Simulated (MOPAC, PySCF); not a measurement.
CH₄O, SMILES `CO`, neutral singlet in the gas phase. 

Cartesian coordinates (Å):
SMILES: CO
```xyz
6

C     -0.3429     0.0104     0.0106
O      0.9487    -0.3511     0.4481
H     -1.0708    -0.4321     0.7210
H     -0.5227     1.1142     0.0023
H     -0.5991    -0.3791    -1.0060
H      1.5868     0.0377    -0.1760
```
Charge 0, multiplicity 1.

All levels are single points at this geometry (PBE-D3(BJ)/def2-SVP); Pople sets use spherical d functions. Orbital energies aren't observables, and empty levels follow the basis.

PBE/6-31G* in PySCF gives dipole (D) = 1.59.

### Question
Estimate the dipole (D) from each of these levels: PBE-D3(BJ)/def2-TZVP in PySCF; B3LYP/3-21G in PySCF; B3LYP/6-31G* in PySCF; BP86/6-31G* in PySCF; M06-2X/6-31G* in PySCF; SVWN5/6-31G* in PySCF; HF/3-21G in PySCF; HF/6-31G* in PySCF; HF/STO-3G in PySCF; AM1 in MOPAC; PM6 in MOPAC; PM7 in MOPAC.

### Answer

```tsv
level	dipole (D)
PBE-D3(BJ)/def2-TZVP in PySCF	1.60
B3LYP/3-21G in PySCF	1.77
B3LYP/6-31G* in PySCF	1.66
BP86/6-31G* in PySCF	1.60
M06-2X/6-31G* in PySCF	1.74
SVWN5/6-31G* in PySCF	1.65
HF/3-21G in PySCF	2.09
HF/6-31G* in PySCF	1.89
HF/STO-3G in PySCF	1.47
AM1 in MOPAC	1.62
PM6 in MOPAC	2.08
PM7 in MOPAC	2.00
```
